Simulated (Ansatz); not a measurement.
A calculation with Ansatz (development build ahead of 0.2.0).

```yaml
crystal:
  periodic: [false, false, false]
  atoms:
    - { symbol: C, position_ang: [1.39, 0.0, 0.0] }
    - { symbol: C, position_ang: [0.695, 1.20378, 0.0] }
    - { symbol: C, position_ang: [-0.695, 1.20378, 0.0] }
    - { symbol: C, position_ang: [-1.39, 0.0, 0.0] }
    - { symbol: C, position_ang: [-0.695, -1.20378, 0.0] }
    - { symbol: C, position_ang: [0.695, -1.20378, 0.0] }
    - { symbol: H, position_ang: [1.2375, 2.14341, 0.0] }
    - { symbol: H, position_ang: [-2.475, 0.0, 0.0] }
    - { symbol: H, position_ang: [1.2375, -2.14341, 0.0] }
basis:
  gaussian: { orbitals: def2-SVP }
magnetization:
  initial_magnetization: 3
hamiltonian:
  xc: hf
```

The input is written out in the form of the current development build from the run's settings.

Results

- Converged: yes
- Total energy: -228.55837 hartree
- Spin squared of the determinant: 3.750
- Stability test: minimum among restricted orbitals

Caution: another spin multiplicity may lie lower; an unrestricted determinant lies well below.
